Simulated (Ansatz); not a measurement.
# Property card for SiO₂

All numbers below come from DFT LDA, scalar-relativistic, plane waves, PAW (Ansatz).

Plane waves to 420 eV, a k mesh through Γ of 4×4×4 on the computed 15-atom cell and Gaussian smearing (0.02 eV); no spin polarisation.

The structure is relaxed at this level of theory with its symmetry kept. This form isn't the usual stable structure of the compound.

```yaml
crystal:
  lattice:
    - [6.88706, 0.00000, 0.00000]
    - [0.00000, 6.88706, 0.00000]
    - [0.00000, 0.00000, 6.40012]
  atoms:
    - { symbol: Si, position: [0.26925, 0.00000, 0.11931] }
    - { symbol: Si, position: [0.00000, 0.73075, 0.88069] }
    - { symbol: Si, position: [0.00000, 0.26925, 0.88069] }
    - { symbol: Si, position: [0.73075, 0.00000, 0.11931] }
    - { symbol: Si, position: [0.00000, 0.00000, 0.50000] }
    - { symbol: O, position: [0.19190, 0.00000, 0.35657] }
    - { symbol: O, position: [0.00000, 0.80810, 0.64343] }
    - { symbol: O, position: [0.00000, 0.19190, 0.64343] }
    - { symbol: O, position: [0.80810, 0.00000, 0.35657] }
    - { symbol: O, position: [0.19145, 0.19145, 0.00000] }
    - { symbol: O, position: [0.19145, 0.80855, 0.00000] }
    - { symbol: O, position: [0.80855, 0.19145, 0.00000] }
    - { symbol: O, position: [0.80855, 0.80855, 0.00000] }
    - { symbol: O, position: [0.50000, 0.00000, 0.12072] }
    - { symbol: O, position: [0.00000, 0.50000, 0.87928] }
```

```json
{"Space group": "P-4m2 (No. 115)", "Volume per atom": "136.6 bohr³", "Formation energy from the elements' standard states (uncorrected)": "-3.081 eV/atom", "Kohn–Sham band gap": "5.64 eV, indirect from M to Γ", "Löwdin character of the top 1 eV of the valence band": "O 2p 98 %", "Electron masses at the edge by Cartesian direction of the standard setting (m_e; degenerate bands sorted by energy; no spin-orbit coupling)": "x: 0.67; y: 0.67; z: 0.63", "Hole masses at the edge by Cartesian direction of the standard setting (m_e; degenerate bands sorted by energy; no spin-orbit coupling)": "x: 9.1; y: 9.1; z: 1.2", "Bulk modulus": "87 GPa", "Its pressure derivative": "1.6", "Electronic dielectric constant xx, yy, zz of the standard setting (independent particles)": "2.0, 2.0, 2.0"}
```

Cost: 12 runs of about 46 core-minutes in all, on Arm Neoverse V2 (shared hosts).